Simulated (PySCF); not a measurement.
B(F)3 cation (BF3), SMILES FB(F)F (connectivity only; charge and spin as stated), charge +1, multiplicity 2.

The structure is a stationary point at TPSSh-D3(BJ)/def2-TZVP. The spin state was assumed, not searched. The isomer is the one that the SMILES or the coordinates give; other isomers of the formula were not compared.

Level of theory: TPSSh-D3(BJ)/def2-TZVP run with PySCF.

Harmonic, unscaled wavenumbers; measured fundamentals usually lie a few per cent lower.

Modes within 1.5 cm⁻¹ of each other (mostly degenerate sets) share a row, with their intensities summed.

| mode | ν (cm⁻¹) | IR (km/mol) | moving atoms (share of kinetic energy) |
|---|---|---|---|
| 1–2 | 182 | 12.6 | F 78 %, B 22 % |
| 3 | 549 | 102.4 | B 84 %, F 16 % |
| 4 | 853 | 0.0 | F 100 % |
| 5–6 | 1069 | 157.3 | B 62 %, F 38 % |
